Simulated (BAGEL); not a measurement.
# singlet C4H4Cl+: levels of theory compared

Aim: a comparison of 5 runs (HF/6-31G*, B3LYP/6-31G*, B3LYP/def2-SVP, PBE0/def2-SVP, RI-MP2/def2-SVP) of singlet C4H4Cl+. 

The results are computed with BAGEL 1.2.2.

2 further runs of the same task are left out: 1 that didn't finish, 1 set aside as unsound or not needed.

### Step 1. Starting point

C4H4Cl+ has 9 atoms, charge +1, and is taken as a singlet. As SMILES of the parent species, `Cl/C=C1/[CH]C1`. Geometry: relaxed at GFN2-xTB. That shape belongs to the parent species and isn't relaxed for this state.

Bond lengths: Cl1–C2 1.716 Å, C2–C3 1.345 Å, C3–C4 1.353 Å, C3–C5 1.499 Å, C4–C5 1.479 Å, C2–H6 1.077 Å, C4–H7 1.060 Å, C5–H8 1.086 Å, C5–H9 1.086 Å. Some angles: Cl1–C2–C3 121.5°, C2–C3–C4 151.5°, C2–C3–C5 146.2°, C4–C3–C5 62.3°, C3–C4–C5 63.7°, C3–C5–C4 54.0°, Cl1–C2–H6 114.9°, C3–C2–H6 123.5°, C3–C4–H7 149.9°, C5–C4–H7 146.4°.

### Step 2. A single-point energy at HF/6-31G(d) (density fitting with qzvpp-jkfit, spherical functions) (run 1)

Input file input.json:

```json
{ "bagel" : [

{
  "title" : "molecule",
  "basis" : "6-31gs.json",
  "df_basis" : "qzvpp-jkfit",
  "angstrom" : "true",
  "geometry" : [
    { "atom" : "Cl", "xyz" : [   -1.350760,    2.178440,    0.952300 ] },
    { "atom" : "C", "xyz" : [   -0.140650,    1.541640,   -0.084550 ] },
    { "atom" : "C", "xyz" : [    0.116090,    0.222050,   -0.138910 ] },
    { "atom" : "C", "xyz" : [    0.801720,   -0.836850,   -0.627370 ] },
    { "atom" : "C", "xyz" : [   -0.236650,   -1.137950,    0.382580 ] },
    { "atom" : "H", "xyz" : [    0.383340,    2.274630,   -0.674940 ] },
    { "atom" : "H", "xyz" : [    1.541210,   -1.228890,   -1.277070 ] },
    { "atom" : "H", "xyz" : [   -1.170290,   -1.600360,    0.076130 ] },
    { "atom" : "H", "xyz" : [    0.055990,   -1.412720,    1.391840 ] }
  ]
},
{ "title" : "hf", "charge" : 1 },
{ "title" : "print", "file" : "orbitals.molden", "orbitals" : "true" }

]}
```

The basis set 6-31G* is read from a file made from the Basis Set Exchange's data (not shown).

Run with:

```bash
$ BAGEL_NUM_THREADS=1 BAGEL input.json > input.out
```

Log:

```text
* using 1 threads per process

  ===============================================================
  ===============================================================

  *** Geometry ***

  { "atom" : "Cl", "xyz" : [     -2.552566,      4.116655,      1.799586 ] },
  { "atom" : "C", "xyz" : [     -0.265790,      2.913277,     -0.159776 ] },
  { "atom" : "C", "xyz" : [      0.219378,      0.419614,     -0.262502 ] },
  { "atom" : "C", "xyz" : [      1.515031,     -1.581417,     -1.185557 ] },
  { "atom" : "C", "xyz" : [     -0.447204,     -2.150414,      0.722971 ] },
  { "atom" : "H", "xyz" : [      0.724408,      4.298428,     -1.275452 ] },
  { "atom" : "H", "xyz" : [      2.912465,     -2.322266,     -2.413313 ] },
  { "atom" : "H", "xyz" : [     -2.211528,     -3.024242,      0.143865 ] },
  { "atom" : "H", "xyz" : [      0.105806,     -2.669654,      2.630196 ] },

  Number of auxiliary basis functions:      500

  Since a DF basis is specified, we compute 2- and 3-index integrals:
    o Being stored without compression. Storage requirement is 0.027 GB

  Number of basis functions:       82
  Number of electrons      :       45

    * METHOD: MOLECULE                             0.25

  *** RHF ***

  === Nuclear Repulsion ===
   185.9507261432

      * DIIS with orbital gradients will be used.

  === RHF iteration (6-31gs.json) ===
      0       -612.77100624          0.01294072           0.07
      1       -612.85855681          0.00563007           0.07
      2       -612.87389973          0.00248373           0.07
      3       -612.87737359          0.00066099           0.07
      4       -612.87766488          0.00024040           0.07
      5       -612.87776578          0.00007101           0.07
      6       -612.87777608          0.00002525           0.07
      7       -612.87777722          0.00001219           0.07
      8       -612.87777751          0.00000503           0.07
      9       -612.87777756          0.00000172           0.07
     10       -612.87777756          0.00000078           0.07
     11       -612.87777756          0.00000028           0.07
     12       -612.87777756          0.00000011           0.07
     13       -612.87777756          0.00000005           0.07
     14       -612.87777756          0.00000003           0.07
     15       -612.87777756          0.00000001           0.07
     16       -612.87777756          0.00000001           0.07
    * SCF iteration converged.

    * Permanent dipole moment:
           (   -1.249975,     1.099905,     1.011598) a.u.

    * METHOD: HF                                   1.36

    * METHOD: PRINT                                0.01

  ===============================================================
```

Run time: 1.8 s. Hardware: 1 thread of Arm Neoverse V2, shared host; peak memory 0.12 GiB.

### Step 3. The energy at B3LYP/6-31G(d) (density fitting with qzvpp-jkfit, spherical functions) (run 2)

Input file dft.json:

```json
{ "bagel": [

{
  "title": "molecule",
  "basis": "6-31gs.json",
  "df_basis": "qzvpp-jkfit",
  "angstrom": "true",
  "geometry": [
    { "atom": "Cl", "xyz": [      -1.350760,       2.178440,       0.952300 ] },
    { "atom": "C", "xyz": [      -0.140650,       1.541640,      -0.084550 ] },
    { "atom": "C", "xyz": [       0.116090,       0.222050,      -0.138910 ] },
    { "atom": "C", "xyz": [       0.801720,      -0.836850,      -0.627370 ] },
    { "atom": "C", "xyz": [      -0.236650,      -1.137950,       0.382580 ] },
    { "atom": "H", "xyz": [       0.383340,       2.274630,      -0.674940 ] },
    { "atom": "H", "xyz": [       1.541210,      -1.228890,      -1.277070 ] },
    { "atom": "H", "xyz": [      -1.170290,      -1.600360,       0.076130 ] },
    { "atom": "H", "xyz": [       0.055990,      -1.412720,       1.391840 ] }
  ]
},

{ "title": "ks", "xc_func": "b3lyp", "charge": 1 },

{ "title": "print", "file": "orbitals.molden", "orbitals": "true" }

]}
```

The basis set 6-31G* is read from a file made from the Basis Set Exchange's data (not shown).

Run with:

```bash
$ BAGEL_NUM_THREADS=1 BAGEL dft.json > dft.out
```

Log:

```text
* using 1 threads per process

  ===============================================================
  ===============================================================

  *** Geometry ***

  { "atom" : "Cl", "xyz" : [     -2.552566,      4.116655,      1.799586 ] },
  { "atom" : "C", "xyz" : [     -0.265790,      2.913277,     -0.159776 ] },
  { "atom" : "C", "xyz" : [      0.219378,      0.419614,     -0.262502 ] },
  { "atom" : "C", "xyz" : [      1.515031,     -1.581417,     -1.185557 ] },
  { "atom" : "C", "xyz" : [     -0.447204,     -2.150414,      0.722971 ] },
  { "atom" : "H", "xyz" : [      0.724408,      4.298428,     -1.275452 ] },
  { "atom" : "H", "xyz" : [      2.912465,     -2.322266,     -2.413313 ] },
  { "atom" : "H", "xyz" : [     -2.211528,     -3.024242,      0.143865 ] },
  { "atom" : "H", "xyz" : [      0.105806,     -2.669654,      2.630196 ] },

  Number of auxiliary basis functions:      500

  Since a DF basis is specified, we compute 2- and 3-index integrals:
    o Being stored without compression. Storage requirement is 0.027 GB

  Number of basis functions:       82
  Number of electrons      :       45

    * METHOD: MOLECULE                             0.25

  *** Kohn-Sham DFT ***

    * Removing 17266 points whose weight is below 1.00e-10
    * Grid points: 116888

  === Nuclear Repulsion ===
   185.9507261432

       - DIIS with orbital gradients will be used.

  === KS iteration (b3lyp / 6-31gs.json) ===
      0       -553.97502544          0.17840225           0.39
      1       -413.84060031          0.22567089           0.37
      2       -442.01900256          0.14514569           0.37
      3       -560.05071187          0.17354373           0.37
      4       -590.67896099          0.11813107           0.37
      5       -584.73931241          0.17173597           0.37
[... 66 lines of this table left out ...]
     72       -614.60712828          0.00000001           0.37
     73       -614.60712828          0.00000000           0.37
    * SCF iteration converged.

    * Permanent dipole moment:
           (   -0.975660,     0.925663,     0.781004) a.u.

    * METHOD: KS                                  27.49

    * METHOD: PRINT                                0.01

  ===============================================================
```

It took 28 s on 1 thread of Arm Neoverse V2, shared host; peak memory 0.46 GiB.

Runs 3 to 4 aren't shown in full; the table further down has their settings and results.

### Step 4. A single-point energy at RI-MP2/def2-SVP (density fitting with qzvpp-jkfit) (run 5)

Input file input.json:

```json
{ "bagel" : [

{
  "title" : "molecule",
  "basis" : "svp",
  "df_basis" : "qzvpp-jkfit",
  "angstrom" : "true",
  "geometry" : [
    { "atom" : "Cl", "xyz" : [      -1.350760,       2.178440,       0.952300 ] },
    { "atom" : "C", "xyz" : [      -0.140650,       1.541640,      -0.084550 ] },
    { "atom" : "C", "xyz" : [       0.116090,       0.222050,      -0.138910 ] },
    { "atom" : "C", "xyz" : [       0.801720,      -0.836850,      -0.627370 ] },
    { "atom" : "C", "xyz" : [      -0.236650,      -1.137950,       0.382580 ] },
    { "atom" : "H", "xyz" : [       0.383340,       2.274630,      -0.674940 ] },
    { "atom" : "H", "xyz" : [       1.541210,      -1.228890,      -1.277070 ] },
    { "atom" : "H", "xyz" : [      -1.170290,      -1.600360,       0.076130 ] },
    { "atom" : "H", "xyz" : [       0.055990,      -1.412720,       1.391840 ] }
  ]
},

{ "title" : "hf", "charge" : 1 },

{ "title" : "mp2", "charge" : 1, "ncore" : 9 }

]}
```

Run with:

```bash
$ BAGEL_NUM_THREADS=1 BAGEL input.json > input.out
```

Log:

```text
* using 1 threads per process

  ===============================================================
  ===============================================================

  *** Geometry ***

  { "atom" : "Cl", "xyz" : [     -2.552566,      4.116655,      1.799586 ] },
  { "atom" : "C", "xyz" : [     -0.265790,      2.913277,     -0.159776 ] },
  { "atom" : "C", "xyz" : [      0.219378,      0.419614,     -0.262502 ] },
[... 5 lines of this table left out ...]
  { "atom" : "H", "xyz" : [      0.105806,     -2.669654,      2.630196 ] },

  Number of auxiliary basis functions:      500

  Since a DF basis is specified, we compute 2- and 3-index integrals:
    o Being stored without compression. Storage requirement is 0.035 GB

  Number of basis functions:       94
  Number of electrons      :       45

    * METHOD: MOLECULE                             0.24

  *** RHF ***

  === Nuclear Repulsion ===
   185.9507261432

      * DIIS with orbital gradients will be used.

  === RHF iteration (svp) ===
      0       -612.52452823          0.01152296           0.08
      1       -612.61352250          0.00562926           0.08
      2       -612.63064361          0.00211788           0.08
[... 13 lines of this table left out ...]
     16       -612.63447556          0.00000000           0.08
    * SCF iteration converged.

    * Permanent dipole moment:
           (   -1.234098,     1.053877,     1.003105) a.u.

    * METHOD: HF                                   1.59

  *** RHF ***

  === Nuclear Repulsion ===
   185.9507261432

      * DIIS with orbital gradients will be used.

  === RHF iteration (svp) ===
      0       -612.63447556          0.00000000           0.08
    * SCF iteration converged.

    * Permanent dipole moment:
           (   -1.234098,     1.053877,     1.003105) a.u.

  === DF-MP2 calculation ===

    * freezing 9 orbitals
    * 3-index integral transformation done
    * assembly done

      MP2 correlation energy:   -0.6390937924      0.06

      MP2 total energy:       -613.2735693527

    * METHOD: MP2                                  0.24

  ===============================================================
```

Wall time 2.2 s (1 thread of Arm Neoverse V2, shared host); peak memory 0.14 GiB.

### Step 5. The series

```
run                                                                 level  frozen core orbitals  energy (Eh)  HOMO energy (eV)  LUMO energy (eV)  HOMO–LUMO gap (eV)  wall time
  1     HF/6-31G* (density fitting with qzvpp-jkfit, spherical functions)                     –  -612.877778            -16.17             -6.08               10.09      1.8 s
  2  B3LYP/6-31G* (density fitting with qzvpp-jkfit, spherical functions)                     –  -614.607128            -13.67             -9.94                3.73       28 s
  3                     B3LYP/def2-SVP (density fitting with qzvpp-jkfit)                     –  -614.369971            -13.74            -10.05                3.69       11 s
  4                      PBE0/def2-SVP (density fitting with qzvpp-jkfit)                     –  -614.016305            -13.99             -9.96                4.04       11 s
  5                    RI-MP2/def2-SVP (density fitting with qzvpp-jkfit)                     9  -613.273569                 –                 –                   –      2.2 s
```

### Step 6. Results

| quantity | value |
| --- | --- |
| run 5: total energy | -613.27357 Eh |
| run 5: correlation energy (9 core orbitals frozen) | -639.1 mEh |

What this shows: Over runs 1, 2, 3, 4 the HOMO–LUMO gap runs from 3.69 eV (B3LYP/def2-SVP) to 10.09 eV (HF/6-31G*). The two ends differ in method and basis. Totals of different functionals can't be ranked against each other. All runs together took 55 s, the longest 28 s.
